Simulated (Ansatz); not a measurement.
Process, species as SMILES: BN (BH2-NH2) → [BH2] (BH2) + [NH2] (NH2)
B3LYP-D3(BJ)/def2-TZVP geometries, fixed; electronic energies without zero-point terms.

Energies in hartree at MP2 with Ansatz (an electronic-structure program); the bond dissociation energy is their sum with the coefficients shown, times 627.509 kcal/mol a hartree. All functions are spherical. Cores are frozen. Open shells are unrestricted. No added dispersion term, no relativity.

| species | coefficient | part | cc-pVDZ | cc-pVTZ | cc-pVQZ |
|---|---|---|---|---|---|
| BN (BH2-NH2) | -1 | Hartree-Fock | -81.49921 | -81.52660 | -81.53287 |
| BN (BH2-NH2) | -1 | correlation | -0.26489 | -0.32764 | -0.34957 |
| [BH2] (BH2) | +1 | Hartree-Fock | -25.75291 | -25.76030 | -25.76199 |
| [BH2] (BH2) | +1 | correlation | -0.06633 | -0.08239 | -0.08781 |
| [NH2] (NH2) | +1 | Hartree-Fock | -55.56699 | -55.58579 | -55.59045 |
| [NH2] (NH2) | +1 | correlation | -0.14364 | -0.18471 | -0.19855 |

Predict the bond dissociation energy in cc-pV5Z (X = 5): let each Hartree-Fock step shrink by the ratio of the last two, and fit each correlation energy at X = 3 and 4 to E + A/X^3. Compare with the run.


- BN (BH2-NH2): steps -0.02739 and -0.00627, ratio 0.229, so Hartree-Fock -81.53431 (run: -81.53437); A = (-0.32764 - (-0.34957))/(1/27 - 1/64) = 1.0242, correlation -0.34957 - A/64 + A/125 = -0.35738 (run: -0.35787).
- [BH2] (BH2): steps -0.00739 and -0.00169, ratio 0.229, so Hartree-Fock -25.76238 (run: -25.76236); A = (-0.08239 - (-0.08781))/(1/27 - 1/64) = 0.2531, correlation -0.08781 - A/64 + A/125 = -0.08974 (run: -0.08977).
- [NH2] (NH2): steps -0.01880 and -0.00466, ratio 0.248, so Hartree-Fock -55.59161 (run: -55.59178); A = (-0.18471 - (-0.19855))/(1/27 - 1/64) = 0.6464, correlation -0.19855 - A/64 + A/125 = -0.20348 (run: -0.20401).
Predicted 153.41 kcal/mol; the run in cc-pV5Z gives 153.31, a miss of 0.10. Keeping the value in cc-pVQZ, 152.89, would miss by -0.43. All sums are of the energies as printed.
